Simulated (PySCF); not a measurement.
A side-by-side comparison of computed properties.

First species: 1-butyne, C4H6.
Bonds: C1–C2 (triple), C2–C3, C3–C4. Hydrogens: H5 on C1; H6, H7 on C3; H8, H9, H10 on C4.

Second species: 1-methylcyclopropene, C4H6.
SMILES: `CC1=CC1`

Levels: PBE0/def2-SVPD for dipole moment, HOMO energy, LUMO energy, HOMO–LUMO gap, static isotropic polarisability and electronic spatial extent ⟨r²⟩ about the centre of nuclear charge; TDDFT PBE0/def2-SVPD for lowest singlet excitation; TDA PBE0/def2-SVPD for lowest triplet excitation (Tamm–Dancoff); GFN2-xTB for rotational constant A and rotational constant C. Geometries: GFN2-xTB. Each species is one conformer at its optimised geometry, gas phase, non-relativistic unless stated; the electronic structure was computed with PySCF and density fitting.

Values for the first species:

```
Dipole moment                                                     : 0.82 D
HOMO energy                                                       : -7.72 eV
LUMO energy                                                       : 0.67 eV
HOMO–LUMO gap                                                     : 8.39 eV
Lowest singlet excitation                                         : 6.74 eV
Lowest triplet excitation (Tamm–Dancoff)                          : 5.46 eV
Static isotropic polarisability                                   : 47.1 au
Electronic spatial extent ⟨r²⟩ about the centre of nuclear charge : 329 bohr²
Rotational constant A                                             : 27.049 GHz
Rotational constant C                                             : 4.185 GHz
```

Problem. Estimate the same properties for the second species, and the change in each.

Solution. 
| property | first | second | second less first |
| --- | --- | --- | --- |
| dipole moment | 0.82 D | 0.90 D | +0.08 D |
| HOMO energy | -7.72 eV | -6.83 eV | +0.89 eV |
| LUMO energy | 0.67 eV | 0.46 eV | -0.21 eV |
| HOMO–LUMO gap | 8.39 eV | 7.29 eV | -1.10 eV |
| lowest singlet excitation | 6.74 eV | 6.48 eV | -0.26 eV |
| lowest triplet excitation (Tamm–Dancoff) | 5.46 eV | 4.12 eV | -1.34 eV |
| static isotropic polarisability | 47.1 au | 46.4 au | -0.7 au |
| electronic spatial extent ⟨r²⟩ about the centre of nuclear charge | 329 bohr² | 285 bohr² | -44 bohr² |
| rotational constant A | 27.049 GHz | 20.834 GHz | -6.215 GHz |
| rotational constant C | 4.185 GHz | 5.238 GHz | +1.053 GHz |

On the first: The vertical singlet–triplet gap S1 − T1 is 1.28 eV (TDDFT singlet less Tamm–Dancoff triplet). The principal polarisabilities are 37.7, 40.9 and 62.8 au; their mean is the isotropic value.

On the second: The polarisability is 6.88 Å³ as a volume (1 au = 0.148185 Å³), or 1.55 au for each of the 30 electrons. The vertical singlet–triplet gap S1 − T1 is 2.36 eV (TDDFT singlet less Tamm–Dancoff triplet; S1: HOMO→LUMO, weight 0.95; T1: HOMO→LUMO, weight 0.96).
